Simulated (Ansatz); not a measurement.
Results of LDA in Ansatz (PAW) for CdCl2 (R-3m, No. 166).

Run with plane-wave cutoff 520 eV, 10×10×10 k mesh, Fermi–Dirac smearing 0.01 eV, scalar-relativistic PAW data made under PBE.

Cell (measured lattice):

```cif
data_CdCl2
_chemical_formula_sum 'Cd1 Cl2'
_space_group_name_H-M_alt 'P 1'
_space_group_IT_number 1
_cell_length_a 6.23003
_cell_length_b 6.23003
_cell_length_c 6.23003
_cell_angle_alpha 35.996
_cell_angle_beta 35.996
_cell_angle_gamma 35.996
loop_
_space_group_symop_operation_xyz
  'x, y, z'
loop_
_atom_site_label
_atom_site_type_symbol
_atom_site_fract_x
_atom_site_fract_y
_atom_site_fract_z
_atom_site_occupancy
Cd1 Cd 0.00000 0.00000 0.00000 1
Cl1 Cl 0.25000 0.25000 0.25000 1
Cl2 Cl 0.75000 0.75000 0.75000 1
```

Problem. What does this level give for the band gap and smallest direct gap on the k points sampled?

Solution. 
* **band gap**: 3.08 eV
* **smallest direct gap on the k points sampled**: 3.29 eV

Measured, for comparison: band gap 5.7 eV (temperature not stated, no zero-point or thermal correction, compiled measured gap; kind and temperature not stated; as tabulated in Kothakonda et al. (2022), arXiv:2208.02841).

Note: cell and atoms aren't relaxed at this level (pressure -3.6 GPa).

Spin–orbit coupling is not included.

Ansatz is an electronic-structure program.
